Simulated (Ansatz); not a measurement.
Total energies of `Clc1ccco1`.

Cartesian coordinates in Å:
```
Cl -2.711 0.261 0.801
C -1.100 0.088 0.317
C -0.037 0.922 0.403
C 1.049 0.204 -0.180
C 0.554 -0.993 -0.565
O -0.768 -1.077 -0.265
H -0.035 1.912 0.826
H 2.067 0.542 -0.294
H 0.980 -1.858 -1.044
```

Total charge 0; spin multiplicity 1. The geometry is a stationary point of PBE0-D4/def2-TZVP. Basis def2-TZVPP, Ansatz 0.2.0.

RPA on PBE orbitals: Hartree–Fock energy of these orbitals -687.58004 Eh, correlation -1.63356 Eh (frozen core).

```tsv
functional	energy without D4 (Eh)	D4 term (kJ/mol)
B3LYP	-689.73810	-36.1
PBE-QIDH	-689.18742	–
```

(1) Give the same for LDA (SPW92), PBE, revPBE, BLYP, r2SCAN, B97M-V, PBE0, r2SCANh, r2SCAN0, HSE06 (plane-wave form), BHLYP, CAM-B3LYP, LC-ωPBE, ωB97X-V, ωB97M-V, B2PLYP. (An estimate is asked.)

B3LYP takes the VWN-RPA correlation (the form of Gaussian; ORCA's B3LYP/G). HSE06 is the plane-wave form, built on full-range PBE exchange. The double hybrids freeze the cores in their second-order part.

Answers

(1) Computed: 
```json
{"functional": "LDA (SPW92)", "energy without D4 (Eh)": "-686.30464", "D4 term (kJ/mol)": "–"}
{"functional": "PBE", "energy without D4 (Eh)": "-689.26668", "D4 term (kJ/mol)": "-22.3"}
{"functional": "revPBE", "energy without D4 (Eh)": "-689.57723", "D4 term (kJ/mol)": "-74.9"}
{"functional": "BLYP", "energy without D4 (Eh)": "-689.64961", "D4 term (kJ/mol)": "-50.4"}
{"functional": "r2SCAN", "energy without D4 (Eh)": "-689.56893", "D4 term (kJ/mol)": "-5.4"}
{"functional": "B97M-V", "energy without D4 (Eh)": "-689.58965", "D4 term (kJ/mol)": "–"}
{"functional": "PBE0", "energy without D4 (Eh)": "-689.31094", "D4 term (kJ/mol)": "-18.7"}
{"functional": "r2SCANh", "energy without D4 (Eh)": "-689.55427", "D4 term (kJ/mol)": "-5.7"}
{"functional": "r2SCAN0", "energy without D4 (Eh)": "-689.53356", "D4 term (kJ/mol)": "-6.3"}
{"functional": "HSE06 (plane-wave form)", "energy without D4 (Eh)": "-689.29162", "D4 term (kJ/mol)": "-17.3"}
{"functional": "BHLYP", "energy without D4 (Eh)": "-689.58635", "D4 term (kJ/mol)": "-25.9"}
{"functional": "CAM-B3LYP", "energy without D4 (Eh)": "-689.62753", "D4 term (kJ/mol)": "-18.8"}
{"functional": "LC-ωPBE", "energy without D4 (Eh)": "-689.44004", "D4 term (kJ/mol)": "–"}
{"functional": "ωB97X-V", "energy without D4 (Eh)": "-689.58586", "D4 term (kJ/mol)": "–"}
{"functional": "ωB97M-V", "energy without D4 (Eh)": "-689.62529", "D4 term (kJ/mol)": "–"}
{"functional": "B2PLYP", "energy without D4 (Eh)": "-689.41085", "D4 term (kJ/mol)": "–"}
```

LC-ωPBE has ω = 0.4 bohr⁻¹.
